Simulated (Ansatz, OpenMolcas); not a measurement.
**Computed against measured: dipole moment**

6 molecules with nitrogen; the dipole moment in D, computed less measured. Shapes, held fixed at every level: PBE0-D4/def2-TZVP. No vibrational averaging. Dipoles are compared by magnitude; molecules under 1 D, whose direction can flip, are left out. Programs: Ansatz 0.2.0, OpenMolcas 26.06. A level may come from different programs for different species; with the same settings they agree closely. Measured values: NIST CCCBDB.

Levels: A = HF/3-21G; B = PBE-D4/def2-TZVPP; C = B3LYP/6-31G* (spherical functions); D = wB97M-V/def2-TZVPP.

```tsv
molecule	measured	A	B	C	D
HNC (hydrogen isocyanide)	3.05	-0.22	+0.09	-0.07	+0.02
NOF (nitrosyl fluoride)	1.81	-0.57	-0.55	-0.70	-0.36
C2H3N (acetonitrile)	3.92	-0.03	+0.02	-0.13	+0.08
CH5N (methylamine)	1.31	+0.39	-0.06	+0.10	0.00
C3H3NO (oxazole)	1.50	+0.10	+0.06	+0.05	+0.07
C3H5N (propanenitrile)	4.02	-0.04	+0.01	-0.14	+0.08
```

**Question.** Which level does best on this set, which worst, and which err to one side?

**Answer.** 
```json
{"level": "HF/3-21G", "kind": "Hartree–Fock", "mean error": "-0.062", "mean absolute error": "0.225", "worst case": "NOF"}
{"level": "PBE-D4/def2-TZVPP", "kind": "GGA", "mean error": "-0.072", "mean absolute error": "0.132", "worst case": "NOF"}
{"level": "B3LYP/6-31G* (spherical functions)", "kind": "global hybrid", "mean error": "-0.148", "mean absolute error": "0.198", "worst case": "NOF"}
{"level": "wB97M-V/def2-TZVPP", "kind": "range-separated hybrid", "mean error": "-0.018", "mean absolute error": "0.102", "worst case": "NOF"}
```

On this set wB97M-V/def2-TZVPP has the smallest mean absolute error and HF/3-21G the largest. HF/3-21G is too low in 4 of 6; PBE-D4/def2-TZVPP is too high in 4 of 6; B3LYP/6-31G* (spherical functions) is too low in 4 of 6; wB97M-V/def2-TZVPP is too high in 4 of 6. All levels miss NOF on one side, which points to its shape or to the tabulated value. The levels differ in basis as well as in method. The tabulated value of NOF is in doubt (older tables, estimates, or at odds with other calculations) and kept here. Over the 5 molecules whose values aren't doubted the mean absolute errors are A 0.156; B 0.048; C 0.098; D 0.050. The smallest two are near a tie. The largest two are near a tie. The set is small.
